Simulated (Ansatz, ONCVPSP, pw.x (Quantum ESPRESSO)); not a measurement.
**From atom to crystal: ONCV potential for Ir (Z = 77)**

iridium, optimised norm-conserving Vanderbilt (ONCV), made with ONCVPSP 4.0.1.1 (patched build) (PBEsol, scalar-relativistic). Core [Kr] 4d10 4f14, reference 5s2 5p6 5d7 6s2. Waves: 5s+6s: rc 1.50 bohr, ncon 3, nbas 7, qcut 9.9 1/bohr, 2 projectors; 5p: rc 1.55 bohr, ncon 5, nbas 9, qcut 8.2 1/bohr, 2 projectors, debl 1.5 Ha; 5d: rc 1.50 bohr, ncon 4, nbas 9, qcut 9.3 1/bohr, 1 projector. Local part: polynomial inside 1.00 bohr (lpopt 4, dvloc0 0 Ha). Core correction: Teter function, fcfact 2.75, rcfact 1.45.

In the p channel the program set the typed energies aside and used -2.011, 0.250 Ha.

Crystal test: diamond Ir in pw.x 7.5, no spin, 8³ k-points, Fermi–Dirac smearing 0.01 Ry, cutoffs 90/360 Ry. The reference is all-electron LAPW (Ansatz 0.2.0) with the same functional, mesh and smearing; V0 and B0 come from Birch–Murnaghan fits to the pressures at five volumes. Errors are pseudo minus all-electron; Δ is the rms difference of the E(V) curves that follow from these fits, minima aligned, over ±6 % about the mean V0. Mesh and smearing are coarse, so the numbers serve the comparison and aren't converged zero-temperature values; the lattice is a test structure that the element need not adopt.

```json
{"V (Å³/atom)": "19.847", "P all-electron (GPa)": "11.88", "P pseudo (GPa)": "8.17"}
{"V (Å³/atom)": "20.370", "P all-electron (GPa)": "5.48", "P pseudo (GPa)": "2.14"}
{"V (Å³/atom)": "20.892", "P all-electron (GPa)": "-0.03", "P pseudo (GPa)": "-3.05"}
{"V (Å³/atom)": "21.414", "P all-electron (GPa)": "-4.78", "P pseudo (GPa)": "-7.50"}
{"V (Å³/atom)": "21.937", "P all-electron (GPa)": "-8.86", "P pseudo (GPa)": "-11.33"}
```

All-electron: a0 = 5.508 Å (V0 = 20.89 Å³/atom), B0 = 204.5 GPa.

Pseudopotential: mean pressure error (GPa): -3.05; a0 (Å): 5.480; a0 error (%): -0.50; B0 error (%): +1.4; Δ (meV/atom): 14.2.

Question: At the middle volume, how do free energy and pressure move when the wave cutoff is lowered (ecutrho kept at four times it)?

Answer:

```json
{"cutoff (Ry)": "40", "shift of F (meV/atom)": "+4425.0", "shift of P (GPa)": "-106.27"}
{"cutoff (Ry)": "54", "shift of F (meV/atom)": "+615.6", "shift of P (GPa)": "-27.47"}
{"cutoff (Ry)": "72", "shift of F (meV/atom)": "+20.3", "shift of P (GPa)": "-1.26"}
```

The run at the middle volume (29 k-points, 8 iterations) took about 85 s on one core of a shared host (Neoverse-N1, 64 threads, 124 GiB, load 60).
